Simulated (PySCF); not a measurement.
# One molecule, many functionals

Compound: N2O.
SMILES with atom numbers: `[N:1]#[N+:2][O-:3]`

Linear-response calculations in the def2-SVPD basis (PySCF; singlets by full response, triplets Tamm–Dancoff, core orbitals frozen in the response; HF means time-dependent Hartree–Fock). 'Strongest' is the level of largest summed f among the singlets computed (10 roots, of which the last may lack a degenerate partner); it can jump between rows when another state enters that window. S1 is the lowest singlet of each run and needn't be the same state throughout; f(S1) is that of one state. Geometry: PBE0-D3(BJ)/def2-SVP; no solvent, vibrations or thermal averaging.

```
functional                               kind  S1 (eV)  f(S1)  strongest (eV)  T1 (eV)  HOMO (eV)  gap (eV)  ionisation energy, ΔSCF (eV)
       LDA                                LDA     6.91  0.000           10.36     5.90      -8.68      6.91                         13.40
       PBE                                GGA     6.94  0.000           10.17     5.78      -8.44      6.94                         13.02
     B3LYP  global hybrid, 20% exact exchange     6.73  0.000           10.41     5.58      -9.67      8.93                         13.05
      PBE0  global hybrid, 25% exact exchange     6.76  0.000           10.63     5.57      -9.92      9.53                         12.97
 BHandHLYP  global hybrid, 50% exact exchange     6.47  0.000           10.85     5.36     -11.31     12.07                         12.74
 CAM-B3LYP             range-separated hybrid     6.59  0.000           10.46     5.48     -11.32     12.07                         13.04
   wB97X-D             range-separated hybrid     6.67  0.000           10.63     5.61     -11.82     13.26                         13.00
   LC-wPBE             range-separated hybrid     6.53  0.000           10.60     5.43     -12.62     14.66                         13.05
        HF                       Hartree–Fock     5.90  0.000           11.43     4.90     -13.50     17.22                   not settled
```

S1 runs from 5.90 eV (HF) to 6.94 eV (PBE), a spread of 1.04 eV, while the orbital gap spreads over 10.3 eV. −ε(HOMO) comes closest to its own ΔSCF ionisation energy with LC-wPBE (-0.43 eV) and misses most with LDA (-4.71 eV). 'Not settled' means that the ion's SCF failed to converge or may have ended in another state than the lowest.
